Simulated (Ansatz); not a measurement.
Input (CCSDTQ/aug-cc-pV(D+d)Z; Ansatz, a first-principles code): A basis named .json is the Basis Set Exchange file of that set.

Ansatz 0.2 input:
```yaml
crystal:
  periodic: [false, false, false]
  atoms:
    - {symbol: S, position_ang: [-0.00000000, -0.00000000, -0.07925565]}
    - {symbol: H, position_ang: [0.00000000, 0.00000000, 1.26809037]}
basis:
  gaussian:
    orbitals: aug-cc-pV_D+d_Z.json
magnetization: {spin_polarized: true, initial_magnetization: 1}
correlation: {method: ccsdtq, electrons: outside_noble_gas}
```

Output:

```
Functional definition: HF
integrals: 0.02 GiB planned
663 factors; integrals over basis functions are off by at most 2.1e-7 eV
mean field: 0.09 GiB planned
mean field evaluation 1: about -10832.3345 eV, gradient 6.1e0 eV
mean field evaluation 2: about -10832.3344 eV, gradient 6.1e0 eV
mean field evaluation 4: about -10832.6934 eV, gradient 7.9e-1 eV
mean field evaluation 8: about -10832.7012 eV, gradient 1.0e-3 eV
mean field evaluation 16: about -10831.3965 eV, gradient 8.7e0 eV
mean field evaluation 32: about -10832.7011 eV, gradient 4.4e-2 eV
mean field -10832.70116469 eV, -398.0944251338 hartree, gradient 1.4e-6 eV, S^2 0.762012; 2 other end points of the search recorded, 0 dependent functions left out
5 core orbitals not correlated
reference -10832.70116469 eV, -398.0944251338 hartree; 4, 3 occupied and 32, 33 virtual orbitals, 663 factors
second order -3.31841935 eV of doubles, -0.00000000 eV of singles
coupled cluster: 0.97 GiB planned
cycle   1  -3.79448643 eV  change   -4.8e-1 eV  update   5.5e-2
cycle   2  -4.06597895 eV  change   -2.7e-1 eV  update   2.3e-2
cycle   3  -4.07867889 eV  change   -1.3e-2 eV  update   7.9e-3
cycle   4  -4.07985778 eV  change   -1.2e-3 eV  update   3.3e-3
cycle   5  -4.08237341 eV  change   -2.5e-3 eV  update   1.2e-3
cycle   6  -4.08186910 eV  change    5.0e-4 eV  update   6.2e-4
cycle   7  -4.08168638 eV  change    1.8e-4 eV  update   2.5e-4
cycle   8  -4.08189475 eV  change   -2.1e-4 eV  update   1.3e-4
cycle   9  -4.08194958 eV  change   -5.5e-5 eV  update   4.7e-5
cycle  10  -4.08189766 eV  change    5.2e-5 eV  update   2.2e-5
cycle  11  -4.08190081 eV  change   -3.1e-6 eV  update   1.1e-5
cycle  12  -4.08190555 eV  change   -4.7e-6 eV  update   3.9e-6
cycle  13  -4.08190872 eV  change   -3.2e-6 eV  update   2.0e-6
cycle  14  -4.08190955 eV  change   -8.3e-7 eV  update   8.4e-7
Total energy: -10836.78307424 eV, -398.2444325429 hartree
```
